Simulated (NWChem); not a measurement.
# One shape, several levels: SiH2Cl2 (dichlorosilane (DCS))

We compute a comparison of 6 runs (PBE0/STO-3G, PBE0/3-21G, PBE0/6-31G, PBE0/6-31G*, PBE0/6-31G**, PBE0/6-311G**) of SiH2Cl2 (dichlorosilane (DCS)). 

Program for the calculation: NWChem 7.3.0.

**1. The structure to begin with**

The species is SiH2Cl2 (5 atoms), meant as a singlet with charge 0. As SMILES, `Cl[SiH2]Cl`. The shape is that of a PBE0-D4/def2-TZVP optimisation.

Bond lengths: Cl1–Si2 2.040 Å, Si2–Cl3 2.040 Å, Si2–H4 1.476 Å, Si2–H5 1.476 Å. Angles: Cl1–Si2–Cl3 110.1°, Cl1–Si2–H4 108.5°, Cl1–Si2–H5 108.5°, Cl3–Si2–H4 108.5°, Cl3–Si2–H5 108.5°, H4–Si2–H5 112.7°.

**2. The charge distribution at PBE0/STO-3G (run 1)**

Contents of cl2h2si.nw:

```
start cl2h2si
title "Cl2H2Si PBE0"
memory stack 880 mb heap 220 mb global 1100 mb
geometry noautosym nocenter noautoz
   Cl    -1.036100    -0.393400     1.609300
   Si     0.136800    -0.071700    -0.028900
   Cl    -0.799200     1.196800    -1.324000
   H      0.352000    -1.362200    -0.711200
   H      1.396500     0.556600     0.413400
end
basis spherical bse
   * library STO-3G
end
dft
   xc pbe0
   grid fine
   convergence energy 1e-08
   iterations 100
   mulliken
   noprint "final vectors analysis"
end
property
   dipole
   quadrupole
   mulliken
end
task dft property
```

Started as:

```bash
$ nwchem cl2h2si.nw > cl2h2si.out
```

The program printed:

```text
[...]
          Wavefunction type:  closed shell.
          No. of atoms     :     5
          No. of electrons :    50
[...]
          Charge           :     0
          Spin multiplicity:     1
[...]
          AO basis - number of functions:    29
[...]
              XC Information
              --------------
                         PBE0 Method XC Functional
                     Hartree-Fock (Exact) Exchange  0.250
          PerdewBurkeErnzerhof Exchange Functional  0.750
            Perdew 1991 LDA Correlation Functional  1.000 local
           PerdewBurkeErnz. Correlation Functional  1.000 non-local
[...]
 d= 0,ls=0.0,diis     1  -1197.3256016721 -1.39D+03  5.77D-02  3.50D-01     0.3
[...]
 d= 0,ls=0.0,diis     7  -1197.4194799664 -1.84D-10  3.56D-08  1.06D-13     1.3
         Total DFT energy =    -1197.419479966432
      One electron energy =    -2041.108847641226
           Coulomb energy =      729.472877261643
    Exchange-Corr. energy =      -77.746944479145
 Nuclear repulsion energy =      191.963434892297
[...]
      Total Density - Mulliken Population Analysis
     ---------------------------------------------
    Atom       Charge   Shell Charges
 -----------   ------   -------------------------------------------------------
    1 Cl  17    17.31   2.00  2.00  5.99  1.99  5.33
    2 Si  14    13.26   2.00  1.98  5.87  1.25  2.15
    3 Cl  17    17.31   2.00  2.00  5.99  1.99  5.33
    4 H    1     1.06   1.06
    5 H    1     1.06   1.06
[...]
   Dipole moment        2.6757504861 Debye(s)
             DMX        2.4146077689 DMXEFC        0.0000000000
             DMY       -1.0839596696 DMYEFC        0.0000000000
             DMZ       -0.3928631071 DMZEFC        0.0000000000
   -EFC- dipole         0.0000000000 DEBYE(S)
   Total dipole         2.6757504861 DEBYE(S)
[...]
```

Wall time 1.9 s (1 thread of Intel Xeon 6975P-C (Granite Rapids), shared host); peak memory 0.11 GiB.

Atomic charges (e):

```csv
atom,Mulliken,Löwdin
Cl1,-0.309,-0.250
Si2,+0.745,+0.690
Cl3,-0.309,-0.250
H4,-0.064,-0.090
H5,-0.064,-0.090
```

**3. Energy and one-electron properties at PBE0/3-21G (run 2)**

Contents of cl2h2si.nw:

```
start cl2h2si
title "Cl2H2Si PBE0"
memory stack 880 mb heap 220 mb global 1100 mb

geometry units angstroms noautosym nocenter noautoz
Cl    -1.036100    -0.393400     1.609300
Si     0.136800    -0.071700    -0.028900
Cl    -0.799200     1.196800    -1.324000
H      0.352000    -1.362200    -0.711200
H      1.396500     0.556600     0.413400
end

basis spherical bse
* library 3-21G
end

dft
xc pbe0
grid fine
convergence energy 1e-08
maxiter 100
mulliken
noprint "final vectors analysis"
end

property
dipole
quadrupole
mulliken
end

task dft property
```

Started as:

```bash
$ nwchem cl2h2si.nw > cl2h2si.out
```

The program printed:

```text
[...]
          Wavefunction type:  closed shell.
          No. of atoms     :     5
          No. of electrons :    50
[...]
          Charge           :     0
          Spin multiplicity:     1
[...]
          AO basis - number of functions:    43
[...]
              XC Information
              --------------
                         PBE0 Method XC Functional
                     Hartree-Fock (Exact) Exchange  0.250
          PerdewBurkeErnzerhof Exchange Functional  0.750
            Perdew 1991 LDA Correlation Functional  1.000 local
           PerdewBurkeErnz. Correlation Functional  1.000 non-local
[...]
 d= 0,ls=0.0,diis     1  -1204.6865197395 -1.40D+03  2.82D-02  4.09D-01     0.4
[...]
 d= 0,ls=0.0,diis     8  -1204.7487674246 -2.80D-11  9.41D-08  4.58D-12     2.0
         Total DFT energy =    -1204.748767424620
      One electron energy =    -2048.124900659216
           Coulomb energy =      729.072740495555
    Exchange-Corr. energy =      -77.660042153256
 Nuclear repulsion energy =      191.963434892297
[...]
      Total Density - Mulliken Population Analysis
     ---------------------------------------------
    Atom       Charge   Shell Charges
 -----------   ------   -------------------------------------------------------
    1 Cl  17    17.33   2.00  1.95  5.90  1.15  3.08  0.91  2.33
    2 Si  14    13.22   2.00  1.97  5.86  0.81  1.72  0.44  0.42
    3 Cl  17    17.33   2.00  1.95  5.90  1.15  3.08  0.91  2.33
    4 H    1     1.06   0.43  0.63
    5 H    1     1.06   0.43  0.63
[...]
   Dipole moment        2.3591762077 Debye(s)
             DMX        2.1289371031 DMXEFC        0.0000000000
             DMY       -0.9556684930 DMYEFC        0.0000000000
             DMZ       -0.3464634491 DMZEFC        0.0000000000
   -EFC- dipole         0.0000000000 DEBYE(S)
   Total dipole         2.3591762077 DEBYE(S)
[...]
```

Wall time 2.6 s (1 thread of Intel Xeon 6975P-C (Granite Rapids), shared host); peak memory 0.11 GiB.

Atomic charges (e):

```csv
atom,Mulliken,Löwdin
Cl1,-0.330,-0.210
Si2,+0.783,+0.550
Cl3,-0.330,-0.210
H4,-0.061,-0.060
H5,-0.061,-0.060
```

Run 3 isn't shown in full; the table further down has it.

**4. Energy and one-electron properties at PBE0/6-31G(d) (spherical functions) (run 4)**

Contents of sp.nw:

```
echo
start sp
memory 2200 mb
geometry units angstrom noautosym nocenter noautoz
 Cl   -1.036100   -0.393400    1.609300
 Si    0.136800   -0.071700   -0.028900
 Cl   -0.799200    1.196800   -1.324000
 H     0.352000   -1.362200   -0.711200
 H     1.396500    0.556600    0.413400
end
basis spherical bse
 Cl library 6-31G*
 Si library 6-31G*
 H library 6-31G*
end
dft
 xc pbe0
 grid fine
 convergence energy 1e-08
 maxiter 100
 mulliken
 noprint "final vectors analysis"
end
property
 dipole
 quadrupole
 mulliken
end
task dft property
```

Started as:

```bash
$ nwchem sp.nw > sp.out
```

The program printed:

```text
[...]
          Wavefunction type:  closed shell.
          No. of atoms     :     5
          No. of electrons :    50
[...]
          Charge           :     0
          Spin multiplicity:     1
[...]
          AO basis - number of functions:    58
[...]
              XC Information
              --------------
                         PBE0 Method XC Functional
                     Hartree-Fock (Exact) Exchange  0.250
          PerdewBurkeErnzerhof Exchange Functional  0.750
            Perdew 1991 LDA Correlation Functional  1.000 local
           PerdewBurkeErnz. Correlation Functional  1.000 non-local
[...]
 d= 0,ls=0.0,diis     1  -1210.6517549700 -1.40D+03  1.76D-02  3.37D-01     0.9
[...]
 d= 0,ls=0.0,diis     8  -1210.6995873113 -4.91D-10  1.86D-07  9.39D-11     5.4
         Total DFT energy =    -1210.699587311333
      One electron energy =    -2055.585448344958
           Coulomb energy =      730.754339765124
    Exchange-Corr. energy =      -77.831913623796
 Nuclear repulsion energy =      191.963434892297
[...]
      Total Density - Mulliken Population Analysis
     ---------------------------------------------
    Atom       Charge   Shell Charges
 -----------   ------   -------------------------------------------------------
    1 Cl  17    17.23   2.00  2.00  5.97  1.39  3.64  0.57  1.64  0.02
    2 Si  14    13.48   2.00  2.00  5.96  1.03  1.85  0.16  0.22  0.26
    3 Cl  17    17.23   2.00  2.00  5.97  1.39  3.64  0.57  1.64  0.02
    4 H    1     1.03   0.50  0.53
    5 H    1     1.03   0.50  0.53
[...]
   Dipole moment        1.6127047743 Debye(s)
             DMX        1.4553343109 DMXEFC        0.0000000000
             DMY       -0.6531933799 DMYEFC        0.0000000000
             DMZ       -0.2369749793 DMZEFC        0.0000000000
   -EFC- dipole         0.0000000000 DEBYE(S)
   Total dipole         1.6127047743 DEBYE(S)
[...]
```

Run time: 6 s. Hardware: 1 thread of Intel Xeon 6975P-C (Granite Rapids), shared host; peak memory 0.11 GiB.

Atomic charges (e):

```csv
atom,Mulliken,Löwdin
Cl1,-0.228,-0.140
Si2,+0.517,+0.320
Cl3,-0.228,-0.140
H4,-0.030,-0.020
H5,-0.030,-0.020
```

Run 5 isn't shown in full; the table further down has it.

**5. The charge distribution at PBE0/6-311G(d,p) (run 6)**

Contents of geom.nw:

```
echo
start geom
title "Cl2H2Si"
memory 2200 mb

geometry units angstrom noautosym nocenter noautoz
  Cl   -1.036100   -0.393400    1.609300
  Si    0.136800   -0.071700   -0.028900
  Cl   -0.799200    1.196800   -1.324000
  H     0.352000   -1.362200   -0.711200
  H     1.396500    0.556600    0.413400
end

basis "ao basis" spherical bse
  Cl library 6-311G**
  Si library 6-311G**
  H library 6-311G**
end

dft
  xc pbe0
  grid fine
  convergence energy 1e-08
  iterations 100
  mulliken
  noprint "final vectors analysis"
end

property
  dipole
  quadrupole
  mulliken
end

task dft property
```

Started as:

```bash
$ nwchem geom.nw > geom.out
```

The program printed:

```text
[...]
          Wavefunction type:  closed shell.
          No. of atoms     :     5
          No. of electrons :    50
[...]
          Charge           :     0
          Spin multiplicity:     1
[...]
          AO basis - number of functions:    90
[...]
              XC Information
              --------------
                         PBE0 Method XC Functional
                     Hartree-Fock (Exact) Exchange  0.250
          PerdewBurkeErnzerhof Exchange Functional  0.750
            Perdew 1991 LDA Correlation Functional  1.000 local
           PerdewBurkeErnz. Correlation Functional  1.000 non-local
[...]
 d= 0,ls=0.0,diis     1  -1210.7287315437 -1.40D+03  9.60D-03  1.19D+00     1.1
[...]
 d= 0,ls=0.0,diis     8  -1210.7825996156 -9.94D-10  7.58D-07  9.79D-09     6.8
         Total DFT energy =    -1210.782599615587
      One electron energy =    -2055.342388844541
           Coulomb energy =      730.375619524190
    Exchange-Corr. energy =      -77.779265187532
 Nuclear repulsion energy =      191.963434892297
[...]
      Total Density - Mulliken Population Analysis
     ---------------------------------------------
    Atom       Charge   Shell Charges
 -----------   ------   -------------------------------------------------------
    1 Cl  17    17.27   0.78  1.19  0.89  1.09  1.01  1.02  7.41 -1.51  1.05  3.08  1.23  0.02
    2 Si  14    13.33   0.79  1.18  0.95  1.04  0.87  0.35  1.97  3.90  0.62  1.41  0.00  0.24
    3 Cl  17    17.27   0.78  1.19  0.89  1.09  1.01  1.02  7.41 -1.51  1.05  3.08  1.23  0.02
    4 H    1     1.07   0.24  0.58  0.23  0.01
    5 H    1     1.07   0.24  0.58  0.23  0.01
[...]
   Dipole moment        1.6594406022 Debye(s)
             DMX        1.4975089696 DMXEFC        0.0000000000
             DMY       -0.6721242225 DMYEFC        0.0000000000
             DMZ       -0.2438422192 DMZEFC        0.0000000000
   -EFC- dipole         0.0000000000 DEBYE(S)
   Total dipole         1.6594406022 DEBYE(S)
[...]
```

Run time: 7.5 s. Hardware: 1 thread of Intel Xeon 6975P-C (Granite Rapids), shared host; peak memory 0.11 GiB.

Atomic charges (e):

```csv
atom,Mulliken,Löwdin
Cl1,-0.270,-0.100
Si2,+0.674,+0.470
Cl3,-0.270,-0.100
H4,-0.067,-0.130
H5,-0.067,-0.130
```

**6. The series**

```csv
run,level,energy (Eh),dipole moment (D),wall time
1,PBE0/STO-3G,-1197.419480,2.68,1.9 s
2,PBE0/3-21G,-1204.748767,2.36,2.6 s
3,PBE0/6-31G,-1210.608861,2.38,3.9 s
4,PBE0/6-31G* (spherical functions),-1210.699587,1.61,6 s
5,PBE0/6-31G** (spherical functions),-1210.701454,1.62,6.3 s
6,PBE0/6-311G**,-1210.782600,1.66,7.5 s
```

**7. Results**

| quantity | value |
| --- | --- |
| run 6: total energy | -1210.78260 Eh |
| run 6: dipole moment | 1.66 D |

In words: The dipole moment (its size) runs from 1.61 D (PBE0/6-31G*) to 2.68 D (PBE0/STO-3G). In run 1 the basis is minimal, so the values are rough. All runs together took 28 s, the longest 7.5 s.
